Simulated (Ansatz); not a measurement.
# doublet CH3FO+ at 6 levels

Wanted: a comparison of 6 runs (UHF/STO-3G, UHF/aug-cc-pVDZ, U-revPBE/aug-cc-pVDZ, UBHLYP/aug-cc-pVDZ, UPBE/aug-cc-pVDZ, UCCSD(T)/aug-cc-pVDZ) of doublet CH3FO+. 

Program for the calculation: Ansatz 0.2.0.

42 further runs of the same task are left out: 42 set aside as unsound or not needed. Runs told in other sessions of the task aren't counted.

## 1. The system as given

The species is CH3FO+ (6 atoms), meant as a doublet with charge +1. SMILES of the parent species: `OCF`. The coordinates come from a PBE0-D4/def2-TZVP relaxation. This is one conformer, not always the lowest. That shape belongs to the parent species and isn't relaxed for this state.

Bond lengths: O1–C2 1.370 Å, C2–F3 1.381 Å, O1–H4 0.962 Å, C2–H5 1.096 Å, C2–H6 1.091 Å. Angles: O1–C2–F3 111.1°, O1–C2–H5 112.9°, O1–C2–H6 107.4°, F3–C2–H5 106.3°, F3–C2–H6 107.8°, C2–O1–H4 109.3°, H5–C2–H6 111.3°.

## 2. A single-point energy at UHF/STO-3G (run 1)

Input file job.yaml:

```yaml
crystal:
  periodic: [false, false, false]
  atoms:
    - symbol: O
      position_ang: [-0.794000, -0.697200, -0.247400]
    - symbol: C
      position_ang: [0.250200, 0.049000, 0.230800]
    - symbol: F
      position_ang: [-0.094100, 1.383200, 0.323800]
    - symbol: H
      position_ang: [-0.928700, -0.495100, -1.178000]
    - symbol: H
      position_ang: [1.136800, 0.004900, -0.412500]
    - symbol: H
      position_ang: [0.472100, -0.308800, 1.237300]
basis:
  gaussian:
    orbitals: STO-3G
total_charge: 1
magnetization:
  spin_polarized: true
  initial_magnetization: 1
hamiltonian:
  xc: hf
accuracy: high
output:
  orbitals: {seedname: orbitals}
```

Run with:

```console
$ ansatz run job.yaml --threads 1 --pin off --max-ram 2610MiB --events-out events.jsonl --progress --plain --runs-dir runs
```

The program printed:

```text
Warning: RAYON_NUM_THREADS=1 ignored (pool sized by the plan → 1); use --threads N
Functional definition: HF
  name "HF"
  exchange = exact_x
  correlation = 0
322 factors; integrals over basis functions are off by at most 3.3e-8 eV
mean field evaluation 1: about -5727.0983 eV, gradient 2.4e1 eV
mean field evaluation 2: about -5727.2343 eV, gradient 2.4e1 eV
mean field evaluation 4: about -5731.9367 eV, gradient 3.2e0 eV
mean field evaluation 8: about -5733.2949 eV, gradient 2.0e0 eV
mean field evaluation 16: about -5733.5174 eV, gradient 5.8e-5 eV
mean field evaluation 32: about -5732.3952 eV, gradient 8.6e-2 eV
mean field evaluation 64: about -5732.3838 eV, gradient 3.7e-1 eV
mean field -5733.51739583 eV, -210.7028779792 hartree, gradient 1.6e-8 eV, S^2 0.761995; 3 other end points of the search recorded, 0 dependent functions left out
reference -5733.51739583 eV, -210.7028779792 hartree; 13, 12 occupied and 5, 6 virtual orbitals, 322 factors
Total energy: -5733.51739583 eV, -210.7028779792 hartree
```

It took 0.16 s on 1 thread of Arm Neoverse V2, shared host.

## 3. A single-point energy at UHF/aug-cc-pVDZ (run 2)

Input file job.yaml:

```yaml
basis:
  gaussian: {orbitals: aug-cc-pVDZ}
crystal:
  periodic: [false, false, false]
  atoms:
    - {symbol: O, position_ang: [-0.794000, -0.697200, -0.247400]}
    - {symbol: C, position_ang: [0.250200, 0.049000, 0.230800]}
    - {symbol: F, position_ang: [-0.094100, 1.383200, 0.323800]}
    - {symbol: H, position_ang: [-0.928700, -0.495100, -1.178000]}
    - {symbol: H, position_ang: [1.136800, 0.004900, -0.412500]}
    - {symbol: H, position_ang: [0.472100, -0.308800, 1.237300]}
total_charge: 1
magnetization: {spin_polarized: true, initial_magnetization: 1}
hamiltonian: {xc: hf}
accuracy: high
output: {orbitals: {seedname: orbitals}}
```

Run with:

```console
$ ansatz run job.yaml --threads 1 --pin off --max-ram 2610MiB --events-out events.jsonl --progress --plain --runs-dir runs
```

The program printed:

```text
Warning: RAYON_NUM_THREADS=1 ignored (pool sized by the plan → 1); use --threads N
Functional definition: HF
  name "HF"
  exchange = exact_x
  correlation = 0
1952 factors; integrals over basis functions are off by at most 3.1e-9 eV
mean field evaluation 1: about -5803.5411 eV, gradient 3.8e1 eV
mean field evaluation 2: about -5803.5766 eV, gradient 3.8e1 eV
mean field evaluation 4: about -5808.9387 eV, gradient 2.9e0 eV
mean field evaluation 8: about -5808.9154 eV, gradient 1.6e0 eV
mean field evaluation 16: about -5810.5657 eV, gradient 1.1e-2 eV
mean field evaluation 32: about -5810.4959 eV, gradient 1.1e0 eV
mean field evaluation 64: about -5808.9597 eV, gradient 4.0e-1 eV
mean field evaluation 96: about -5805.7221 eV, gradient 1.3e1 eV
mean field -5810.56568264 eV, -213.5343502940 hartree, gradient 2.0e-8 eV, S^2 0.760741; 1 other end points of the search recorded, 0 dependent functions left out
reference -5810.56568264 eV, -213.5343502940 hartree; 13, 12 occupied and 83, 84 virtual orbitals, 1952 factors
Total energy: -5810.56568264 eV, -213.5343502940 hartree
```

It took 5.4 s on 1 thread of Arm Neoverse V2, shared host; peak memory 0.31 GiB.

Run 3 isn't shown in full; the table further down has it.

## 4. The energy at UBHLYP/aug-cc-pVDZ (run 4)

Input file in.yaml:

```yaml
crystal:
  periodic: [false, false, false]
  atoms:
    - {symbol: O, position_ang: [-0.794000, -0.697200, -0.247400]}
    - {symbol: C, position_ang: [0.250200, 0.049000, 0.230800]}
    - {symbol: F, position_ang: [-0.094100, 1.383200, 0.323800]}
    - {symbol: H, position_ang: [-0.928700, -0.495100, -1.178000]}
    - {symbol: H, position_ang: [1.136800, 0.004900, -0.412500]}
    - {symbol: H, position_ang: [0.472100, -0.308800, 1.237300]}
basis:
  gaussian:
    orbitals: aug-cc-pVDZ
total_charge: 1
magnetization:
  spin_polarized: true
  initial_magnetization: 1
hamiltonian:
  xc: {name: BHLYP}
accuracy: high
output:
  orbitals: {seedname: orbitals}
```

Run with:

```console
$ ansatz run in.yaml --threads 1 --pin off --max-ram 2610MiB --events-out events.jsonl --progress --plain --runs-dir runs
```

The program printed:

```text
Warning: RAYON_NUM_THREADS=1 ignored (pool sized by the plan → 1); use --threads N
Functional definition: BHLYP
  name "BHLYP"
  parameter a = 0.5
  exchange = (1 - a)*b88_x + a*exact_x
  correlation = lyp_c
1952 factors; integrals over basis functions are off by at most 3.1e-9 eV
mean field evaluation 1: about -5827.9151 eV, gradient 4.6e1 eV
mean field evaluation 2: about -5825.4817 eV, gradient 5.5e1 eV
mean field evaluation 4: about -5835.2167 eV, gradient 4.6e0 eV
mean field evaluation 8: about -5835.4983 eV, gradient 1.7e0 eV
mean field evaluation 16: about -5835.6094 eV, gradient 2.8e-1 eV
mean field evaluation 32: about -5835.6113 eV, gradient 8.1e-6 eV
mean field -5835.61133505 eV, -214.4547610436 hartree, gradient 6.8e-8 eV, S^2 0.758878; 2 other end points of the search recorded, 0 dependent functions left out
reference -5835.61136100 eV, -214.4547619974 hartree; 13, 12 occupied and 83, 84 virtual orbitals, 1952 factors
Total energy: -5835.61136100 eV, -214.4547619974 hartree
```

Run time: 12 s. Hardware: 1 thread of Arm Neoverse V2, shared host; peak memory 0.35 GiB.

Run 5 isn't shown in full; the table further down has it.

## 5. A single-point energy at UCCSD(T)/aug-cc-pVDZ (run 6)

Input file molecule.yaml:

```yaml
crystal:
  periodic: [false, false, false]
  atoms:
    - {symbol: O, position_ang: [-0.794000, -0.697200, -0.247400]}
    - {symbol: C, position_ang: [0.250200, 0.049000, 0.230800]}
    - {symbol: F, position_ang: [-0.094100, 1.383200, 0.323800]}
    - {symbol: H, position_ang: [-0.928700, -0.495100, -1.178000]}
    - {symbol: H, position_ang: [1.136800, 0.004900, -0.412500]}
    - {symbol: H, position_ang: [0.472100, -0.308800, 1.237300]}
basis:
  gaussian:
    orbitals: aug-cc-pVDZ
scf:
  omitted_lower_state_checks: [cluster_reference, increment]
correlation:
  method: ccsd_t
  frozen_orbitals: {C: 1, F: 1, H: 0, O: 1}
magnetization:
  spin_polarized: true
  initial_magnetization: 1
total_charge: 1
accuracy: high
```

Run with:

```console
$ ansatz run molecule.yaml --threads 1 --pin off --max-ram 2610MiB --events-out events.jsonl --progress --plain --runs-dir runs
```

The program printed, shortened:

```text
Warning: RAYON_NUM_THREADS=1 ignored (pool sized by the plan → 1); use --threads N
Functional definition: HF
  name "HF"
[...]
1952 factors; integrals over basis functions are off by at most 3.1e-9 eV
[...]
mean field -5810.56568264 eV, -213.5343502940 hartree, gradient 2.0e-8 eV, S^2 0.760741; 5 other end points of the search recorded, 0 dependent functions left out
3 core orbitals not correlated: weight in the atoms' cores, before any rotation towards them, 1.000 or more for the frozen orbitals, at most 0.000 for the correlated occupied ones
reference -5810.56568264 eV, -213.5343502940 hartree; 10, 9 occupied and 83, 84 virtual orbitals, 1952 factors
second order -13.47162338 eV of doubles, -0.00000000 eV of singles
cycle   1  -13.84149367 eV  change   -3.7e-1 eV  update   9.3e-2
[...]
cycle  39  -14.40279922 eV  change   9.6e-10 eV  update  4.6e-10
perturbative correction -0.40324982 eV, -0.0148191576 hartree
Total energy: -5825.37173168 eV, -214.0784625603 hartree
Checks for a lower state left out: cluster_reference, increment
```

It took 98 s on 1 thread of Arm Neoverse V2, shared host; peak memory 1.4 GiB.

## 6. All runs side by side

```
run                 level  frozen core orbitals  energy (Eh)  HOMO energy (eV)  LUMO energy (eV)   ⟨S²⟩  wall time
  1            UHF/STO-3G                     –  -210.702878            -19.67             -5.75  0.762     0.16 s
  2       UHF/aug-cc-pVDZ                     –  -213.534350            -21.84             -8.64  0.761      5.4 s
  3  U-revPBE/aug-cc-pVDZ                     –  -214.511360            -16.34            -15.64  0.752      8.7 s
  4    UBHLYP/aug-cc-pVDZ                     –  -214.454762            -19.23            -13.46  0.759       12 s
  5      UPBE/aug-cc-pVDZ                     –  -214.351149            -16.39            -15.70  0.752      8.7 s
  6  UCCSD(T)/aug-cc-pVDZ                     3  -214.078463                 –                 –  0.761       98 s
```

## 7. Outcome

| quantity | value |
| --- | --- |
| run 6: total energy | -214.07846 Eh |
| run 6: correlation energy (3 core orbitals frozen) | -544.1 mEh |
| run 6: (T) correction | -14.82 mEh |
| run 6: ⟨S²⟩ of the reference determinant | 0.761 |
| run 6: T1 diagnostic | 0.051 |

Totals of different functionals can't be ranked against each other. In run 1 the basis is minimal, so the values are rough. All runs together took 2.2 min, the longest 98 s.
